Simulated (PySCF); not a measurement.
C₅H₉O (doublet state).
SMILES with atom numbers: `[CH2:1][C@H:2]([OH:3])[CH2:4][CH:5]=[CH2:6]` (hydrogens: H7, H8 on C1; H9 on C2; H10 on O3; H11, H12 on C4; H13 on C5; H14, H15 on C6)

Geometry (GFN2-xTB, Å), atoms numbered from 1 in this order:
```xyz
15
C5H9O angstrom
C     -2.2686    0.3916   -0.2755
C     -1.0315   -0.3974   -0.2118
O     -0.8897   -1.1262    0.9813
C      0.2102    0.5433   -0.4350
C      1.4732   -0.2461   -0.4009
C      2.3878   -0.1442    0.5464
H     -2.7706    0.6914    0.6240
H     -2.6127    0.7803   -1.2126
H     -1.0056   -1.1516   -1.0103
H     -0.9582   -0.5173    1.7255
H      0.2139    1.3044    0.3482
H      0.0871    1.0310   -1.4031
H      1.5934   -0.9599   -1.2049
H      3.2825   -0.7424    0.5432
H      2.2846    0.5512    1.3637
```

The hyperfine couplings belong to this conformer and change with its torsions.

Level of theory: UKS B3LYP, pcH-1 on C H O, non-relativistic, mean-field spin-orbit, GIAO (PySCF 2.14.0). Geometry: GFN2-xTB, one conformer, isolated molecule. The geometry wasn't refined by DFT: couplings that depend on bond lengths, twists or pyramidal angles can differ widely from those at the functional's own minimum. The SCF solution wasn't tested for stability.

Problem. Where do the isotropic ENDOR lines of H9, H7/H8, H11, H12, H14 and H13 fall at 344.2 mT, to first order?

Solution. ν± = |νn ± a/2|, one line for each electron-spin manifold; νn = |g_N| × 7.62259 MHz/T × B.

```csv
nuclei,isotope,g_N,νn (MHz),a_iso (MHz),lower line (MHz),upper line (MHz)
H9,1H,5.5857,14.66,73.93,22.31,51.62
H7/H8,1H,5.5857,14.66,-62.87,16.78,46.09
H11,1H,5.5857,14.66,-3.95,12.68,16.63
H12,1H,5.5857,14.66,-2.18,13.56,15.75
H14,1H,5.5857,14.66,1.48,13.91,15.40
H13,1H,5.5857,14.66,0.61,14.35,14.96
```

Problem. Which pairs are centred on the nuclear Larmor frequency, and which on half the coupling?

Solution. Centred on νn, since |a| < 2νn: H11, H12, H14 and H13. Centred on |a|/2 and split by 2νn: H9 and H7/H8.

Nuclei that the bonding pattern makes equivalent are averaged, as if the motion that swaps them (rotation, inversion, ring flip) were fast.

Largest spin populations (Mulliken): C1 (+1.08) and C2 (-0.08). C1 is the only atom above +0.15. The positive populations add up to 1.17 and the negative ones to -0.17, together 2S = 1. The angles at C1 add up to 359.5°, so it is planar; its axial dipolar tensor and the negative couplings of its protons fit spin in a p orbital normal to that plane.
